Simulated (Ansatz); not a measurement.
Geometry optimisation, UKS B3LYP/def2-SVP in Ansatz 0.2.0.

The input (input.yaml):

```yaml
crystal:
  periodic: [false, false, false]
  atoms:
    - { symbol: Al, position_ang: [-1.034774, -0.93402, 0.272484] }
    - { symbol: F, position_ang: [-1.388713, 0.531048, -0.591262] }
    - { symbol: H, position_ang: [-1.073863, -2.259909, -0.570853] }
    - { symbol: H, position_ang: [-0.848626, -0.765632, 1.825314] }
    - { symbol: H, position_ang: [0.655254, 1.217287, -0.956577] }
    - { symbol: S, position_ang: [1.913254, 0.834906, -0.607245] }
    - { symbol: H, position_ang: [1.777268, 1.376319, 0.628138] }
magnetization:
  spin_polarized: true
basis:
  gaussian: { orbitals: def2-SVP }
hamiltonian:
  xc: b3lyp
relax:
  f_tol: 0.03
  max_steps: 50
```

Run as:

```bash
$ ansatz run input.yaml --threads 2 --pin off --max-ram 3072MiB --backend cpu --events-out ev --progress --plain --runs-dir out
```

Where does it end, and by what steps?

The forces met the threshold. The force dipped under the threshold on the way, but the program's further checks kept it going. After 28 steps the energy has fallen by 0.328 eV; H5 moved furthest, 0.74 Å. Joined: Al1–S6 (3.55 → 2.63 Å).

| step | energy less start (eV) | largest force component (eV/Å) | accepted |
| --- | --- | --- | --- |
| 0 | 0.0000 | 1.212 | yes |
| 1 | -0.1018 | 0.825 | yes |
| 2 | -0.1662 | 0.896 | yes |
| 3 | -0.2531 | 0.664 | yes |
| 4 | -0.2444 | 0.644 | no |
| 5 | -0.2880 | 0.451 | yes |
| 6 | -0.3132 | 0.105 | yes |
| 7 | -0.3168 | 0.062 | yes |
| 8 | -0.3184 | 0.037 | yes |
| 9 | -0.3199 | 0.019 | yes |
| 10 | -0.3198 | 0.286 | no |
| 11 | -0.3211 | 0.053 | yes |
| 12 | -0.3210 | 0.272 | no |
| 13 | -0.3215 | 0.043 | yes |
| 14 | -0.3224 | 0.050 | yes |
| 15 | -0.3216 | 0.177 | no |
| 16 | -0.3232 | 0.064 | yes |
| 17 | -0.3237 | 0.087 | yes |
| 18 | -0.3240 | 0.160 | yes |
| 19 | -0.3244 | 0.122 | yes |
| 20 | -0.3255 | 0.034 | yes |
| 21 | -0.3259 | 0.111 | yes |
| 22 | -0.3242 | 0.194 | no |
| 23 | -0.3269 | 0.023 | yes |
| 24 | -0.3272 | 0.061 | yes |
| 25 | -0.3273 | 0.061 | yes |
| 26 | -0.3274 | 0.054 | yes |
| 27 | -0.3275 | 0.036 | yes |
| 28 | -0.3276 | 0.012 | yes |

```xyz
7
Properties=species:S:1:pos:R:3
Al -0.829 -0.708 0.272
F -1.711 0.656 -0.183
H -0.734 -1.863 -0.809
H -0.649 -0.927 1.831
H 1.168 0.915 -1.390
S 1.512 0.388 -0.190
H 1.243 1.540 0.469
```

Whether the end is a true minimum wasn't checked by a vibrational analysis.

The run took 40 s on 2 threads of Intel(R) Xeon(R) Platinum 8488C (Sapphire Rapids) (shared host), peak memory 0.19 GiB.
